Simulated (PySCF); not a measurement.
Molecule: formate(1-) (SMILES O=C[O-]).

Cartesian coordinates in Å; atom numbers follow the order of the lines, from 1:
```xyz
4

O    -0.964   -0.790   -0.017
C     0.013   -0.043   -0.006
O     1.220   -0.278   -0.010
H    -0.259    1.115    0.010
```

Total charge -1.

Frames of a GFN2-xTB Langevin trajectory at 600 K; GIAO PBE0/pcSseg-1 shieldings in PySCF 2.14.0 with density-fitted response routines, gas phase, non-relativistic; equivalent atoms averaged within each frame.

δ = σ(ref) − σ, references computed at the same level: ¹⁷O (σ = 336.08 ppm) vs H2O; TMS for ¹³C (σ = 186.93 ppm) and ¹H (σ = 31.72 ppm). The references are static minima.

Q: How do the shifts (ppm) fluctuate along the trajectory?

A: 
```
         time (fs)  O1/O3     C2     H4
optimised geometry  358.3  160.6   9.68
               250  349.2  155.6   9.45
               425  335.9  154.3  10.05
               625  396.6  170.1   9.06
               800  360.9  161.7  10.09
              1000  381.7  168.0   9.59
    mean of frames  364.9  161.9   9.65
standard deviation   24.4    7.1   0.43
```

5 frames give an uncertainty of the mean of about the standard deviation over 2.2 at best, since frames this close in time may not be independent; classical motion lacks zero-point vibration, and the reference would need the same averaging.
